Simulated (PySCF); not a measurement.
Method: B3LYP-D3(BJ)/def2-TZVP in PySCF. Isolated molecules, 0 K electronic values unless said otherwise. B3LYP has the VWN-RPA correlation part, as in Gaussian. Excitations are Tamm–Dancoff values on a coarser integration grid. The basis has no diffuse functions, so Rydberg states are missing or too high.

Reference species (SMILES): `[F][Al]([F])[F]` (neutral, multiplicity 1).

```yaml
HOMO–LUMO gap: 9.49 eV
HOMO: -11.41 eV
T1 excitation (TDA): 7.89 eV
LUMO: -1.92 eV
```

Changed species: `[NH2][Al]([F])[F]` (1 of 3 F replaced by NH2; the reference has 0 of 3 F replaced by NH2).

Question: Give the shifts of the HOMO–LUMO gap, HOMO, T1 excitation (TDA) and LUMO.

Answer: the HOMO–LUMO gap decreases by 2.75 eV, to 6.74 eV; the HOMO rises by 3.63 eV, to -7.78 eV; the T1 excitation (TDA) drops by 2.72 eV, to 5.17 eV; the LUMO rises by 0.88 eV, to -1.04 eV.
